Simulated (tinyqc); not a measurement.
Inside a calculation (part 2 of 2). Method: UHF in the sto-3g basis, for LiH, spin multiplicity 1. Computed by tinyqc, a small Python program that keeps every step (integrals from PySCF). Command: `OMP_NUM_THREADS=1 python tinyqc.py 26869 26870 out.jsonl` (the two numbers bound the seeds that draw the settings). One thread of a shared host (Intel(R) Xeon(R) Processor @ 2.60GHz), about 0.2 s of CPU time with the checks.

Geometry (angstrom):
```
atom,x,y,z
Li,0.000000,0.000000,0.000000
H,0.000000,0.000000,2.728000
```

## Iteration 12 (converged): orbitals

converged F(alpha) (hartree):
```
,1Li 1s,1Li 2s,1Li 2px,1Li 2py,1Li 2pz,2H 1s
1Li 1s,-2.367235,-0.631831,0.000000,0.000000,0.002528,-0.011338
1Li 2s,-0.631831,-0.332672,0.000000,0.000000,-0.017130,-0.080488
1Li 2px,0.000000,0.000000,0.132547,0.000000,0.000000,0.000000
1Li 2py,0.000000,0.000000,0.000000,0.132547,0.000000,0.000000
1Li 2pz,0.002528,-0.017130,0.000000,0.000000,0.125839,-0.045556
2H 1s,-0.011338,-0.080488,0.000000,0.000000,-0.045556,0.261288
```

converged F(beta) (hartree):
```
,1Li 1s,1Li 2s,1Li 2px,1Li 2py,1Li 2pz,2H 1s
1Li 1s,-2.337012,-0.641707,0.000000,0.000000,0.002396,-0.012840
1Li 2s,-0.641707,-0.101268,0.000000,0.000000,-0.020298,-0.121083
1Li 2px,0.000000,0.000000,0.188977,0.000000,0.000000,0.000000
1Li 2py,0.000000,0.000000,0.000000,0.188977,0.000000,0.000000
1Li 2pz,0.002396,-0.020298,0.000000,0.000000,0.145967,-0.169971
2H 1s,-0.012840,-0.121083,0.000000,0.000000,-0.169971,-0.439516
```

X:
```
,1,2,3,4,5,6
1Li 1s,0.493180,0.642698,0.000000,0.000000,-0.529274,0.356050
1Li 2s,-0.696347,-0.465842,0.000000,0.000000,-0.388118,0.490456
1Li 2px,0.000000,0.000000,0.188395,0.982093,0.000000,0.000000
1Li 2py,0.000000,0.000000,0.982093,-0.188395,0.000000,0.000000
1Li 2pz,-0.520226,0.619705,0.000000,0.000000,0.529495,0.361610
2H 1s,0.709326,-0.449676,0.000000,0.000000,0.375312,0.499136
```

Diagonalise F' = X^T F X, C = X C', fill 2 alpha and 2 beta electrons from the bottom; D(s) = C_occ C_occ^T. Each column has its largest component positive (the first on a tie).

F' = X^T F X (alpha) (hartree):
```
,1,2,3,4,5,6
1,-0.046099,-0.583004,0.000000,0.000000,0.492323,-0.226272
2,-0.583004,-0.560382,0.000000,0.000000,0.747335,-0.563720
3,0.000000,0.000000,0.132547,0.000000,0.000000,0.000000
4,0.000000,0.000000,0.000000,0.132547,0.000000,0.000000
5,0.492323,0.747335,0.000000,0.000000,-0.885274,0.815777
6,-0.226272,-0.563720,0.000000,0.000000,0.815777,-0.584546
```

orbital energies (alpha) (hartree): MO1 -2.369061, MO2 -0.180818, MO3 0.104899, MO4 0.132547, MO5 0.132547, MO6 0.368677

coefficients C (alpha):
```
,MO1,MO2,MO3,MO4,MO5,MO6
1Li 1s,0.992377,-0.269978,0.043804,0.000000,0.000000,0.059758
1Li 2s,0.029956,1.001768,-0.166793,0.000000,0.000000,-0.246646
1Li 2px,0.000000,0.000000,0.000000,-0.191575,0.981478,0.000000
1Li 2py,0.000000,0.000000,0.000000,0.981478,0.191575,0.000000
1Li 2pz,-0.000153,0.058629,0.878042,0.000000,0.000000,-0.539815
2H 1s,-0.003014,0.110379,0.299636,0.000000,0.000000,0.996681
```

F' = X^T F X (beta) (hartree):
```
,1,2,3,4,5,6
1,-0.138270,-0.357467,0.000000,0.000000,0.353205,-0.550603
2,-0.357467,-0.570822,0.000000,0.000000,0.905321,-0.449934
3,0.000000,0.000000,0.188977,0.000000,0.000000,0.000000
4,0.000000,0.000000,0.000000,0.188977,0.000000,0.000000
5,0.353205,0.905321,0.000000,0.000000,-0.974729,0.592975
6,-0.550603,-0.449934,0.000000,0.000000,0.592975,-0.766944
```

orbital energies (beta) (hartree): MO1 -2.339717, MO2 -0.450036, MO3 0.107351, MO4 0.188977, MO5 0.188977, MO6 0.231638

coefficients C (beta):
```
,MO1,MO2,MO3,MO4,MO5,MO6
1Li 1s,0.991095,-0.031246,-0.272542,0.000000,0.000000,-0.075262
1Li 2s,0.034689,0.091594,1.000114,0.000000,0.000000,0.288567
1Li 2px,0.000000,0.000000,0.000000,0.964348,0.264636,0.000000
1Li 2py,0.000000,0.000000,0.000000,-0.264636,0.964348,0.000000
1Li 2pz,-0.000144,0.098671,-0.251138,0.000000,0.000000,0.996489
2H 1s,-0.003255,0.953118,-0.156158,0.000000,0.000000,-0.403136
```

D(alpha) after iteration 12:
```
,1Li 1s,1Li 2s,1Li 2px,1Li 2py,1Li 2pz,2H 1s
1Li 1s,1.057700,-0.240728,0.000000,0.000000,-0.015981,-0.032792
1Li 2s,-0.240728,1.004437,0.000000,0.000000,0.058729,0.110484
1Li 2px,0.000000,0.000000,0.000000,0.000000,0.000000,0.000000
1Li 2py,0.000000,0.000000,0.000000,0.000000,0.000000,0.000000
1Li 2pz,-0.015981,0.058729,0.000000,0.000000,0.003437,0.006472
2H 1s,-0.032792,0.110484,0.000000,0.000000,0.006472,0.012193
```

D(beta) after iteration 12:
```
,1Li 1s,1Li 2s,1Li 2px,1Li 2py,1Li 2pz,2H 1s
1Li 1s,0.983246,0.031518,0.000000,0.000000,-0.003225,-0.033007
1Li 2s,0.031518,0.009593,0.000000,0.000000,0.009033,0.087187
1Li 2px,0.000000,0.000000,0.000000,0.000000,0.000000,0.000000
1Li 2py,0.000000,0.000000,0.000000,0.000000,0.000000,0.000000
1Li 2pz,-0.003225,0.009033,0.000000,0.000000,0.009736,0.094046
2H 1s,-0.033007,0.087187,0.000000,0.000000,0.094046,0.908444
```

Within a degenerate level the vectors are fixed only up to a rotation; this is one choice.

## Convergence

Stop when the energy changes by less than 1e-09 hartree and every element of the error matrix X^T (F D S - S D F) X (for each spin) is below 9e-06.

Course of the cycle:
```
iteration,E (hartree),change,largest element of the error matrix
1,-7.52283035,-,2.05e-01
2,-7.73700224,-2.14e-01,6.77e-02
3,-7.76714905,-3.01e-02,2.87e-02
4,-7.77862322,-1.15e-02,2.55e-02
5,-7.79138841,-1.28e-02,4.35e-03
6,-7.79156473,-1.76e-04,5.51e-03
7,-7.79232388,-7.59e-04,2.96e-03
8,-7.79240598,-8.21e-05,1.27e-03
9,-7.79247203,-6.60e-05,1.44e-04
10,-7.79247226,-2.39e-07,1.09e-05
11,-7.79247227,-2.45e-09,2.56e-06
12,-7.79247227,-1.21e-10,1.27e-07
```

PySCF UHF in the same basis, after a stability check = -7.79247227 hartree

Converged in 12 iterations.

## Populations, bond orders and dipole

overlap S:
```
,1Li 1s,1Li 2s,1Li 2px,1Li 2py,1Li 2pz,2H 1s
1Li 1s,1.000000,0.241137,0.000000,0.000000,0.000000,0.004377
1Li 2s,0.241137,1.000000,0.000000,0.000000,0.000000,0.160406
1Li 2px,0.000000,0.000000,1.000000,0.000000,0.000000,0.000000
1Li 2py,0.000000,0.000000,0.000000,1.000000,0.000000,0.000000
1Li 2pz,0.000000,0.000000,0.000000,0.000000,1.000000,0.245089
2H 1s,0.004377,0.160406,0.000000,0.000000,0.245089,1.000000
```

Mulliken: Z minus the diagonal of D S on the atom; Loewdin: the same with S^(1/2) D S^(1/2); Mayer order: 2 sum_s sum (D(s) S)_ij (D(s) S)_ji over the two atoms.

Charges (e):
```
atom,Mulliken,Loewdin,Mulliken spin
1Li,-0.023308,-0.034284,0.913977
2H,0.023308,0.034284,-0.913977
```

Mayer bond orders:
```
pair,order
2-1,0.164103
```

dipole moment about the origin, x y z (debye): 0.000000  0.000000  -0.757436

<S^2> of the determinant (pure state: 0) = 0.864817
